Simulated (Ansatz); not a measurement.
# CCSD(T) forces

NaSiH2 (SMILES [Na][SiH2]), doublet, displaced at random from a GFN2-xTB minimum.

| atom | x (Å) | y (Å) | z (Å) |
| --- | --- | --- | --- |
| Na1 | -2.1607 | 0.6785 | -0.3716 |
| Si2 | 0.4958 | 0.1616 | -0.2212 |
| H3 | 0.7878 | -1.3424 | -0.2999 |
| H4 | 1.1855 | 0.2563 | 1.0346 |

Program: Ansatz 0.2.0. Basis: def2-TZVPP. Cores are frozen in the correlated methods; orbitals are unrestricted. The outer core shell of Li, Na, Mg and K is correlated. The def2 sets are not built for correlating such inner shells, so the correlated values are less sure here.

CCSD(T) forces from the calculation:
| atom | Fx | Fy | Fz (eV/Å) |
| --- | --- | --- | --- |
| Na1 | -0.044 | 0.057 | -0.036 |
| Si2 | -0.463 | -0.782 | -0.850 |
| H3 | -0.147 | 0.225 | -0.336 |
| H4 | 0.654 | 0.500 | 1.221 |

Problem. Which atom feels the largest CCSD(T) force, and how large is it?

Solution. H4, 1.47 eV/Å, along (0.44, 0.34, 0.83).

Root-mean-square difference of the force components from those of CCSD(T): PBE0-D4 0.037; wB97M-V 0.044; r2SCAN-D4 0.035; PBE-D4 0.126; revPBE-D4 0.143; B97M-V 0.084 eV/Å.

T1 diagnostic: at most 0.015. ⟨S²⟩ of the unrestricted Hartree–Fock references: 0.78 (a pure state has 0.75).

For scale, one of the runs: CCSD(T)/def2-TZVPP forces, 102 basis functions (an equivalent command: `ansatz run in.yaml --threads 4`). Hardware: 4 CPU threads, shared host. Wall time 25 s; peak host memory 1.1 GiB.
